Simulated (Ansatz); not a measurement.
Fluorite SrCl2 was calculated with r²SCAN (PAW; Ansatz, a first-principles code).

Run with plane-wave cutoff 600 eV, 6×6×6 k mesh, scalar-relativistic PAW data made under PBE.

Computed at the level's own relaxed cell.

Give the computed elastic constant C11, elastic constant C12, Young modulus, Voigt–Reuss–Hill shear modulus (Hill average), Poisson ratio and elastic constant C44.


* **elastic constant C11**: 73.8 GPa
* **elastic constant C12**: 19.4 GPa
* **Young modulus**: 39.8 GPa
* **Voigt–Reuss–Hill shear modulus (Hill average)**: 15.0 GPa
* **Poisson ratio**: 0.323
* **elastic constant C44**: 9.89 GPa

Elastic constants are with the ions relaxed.

The computed numbers hold no vibrational or temperature effects.
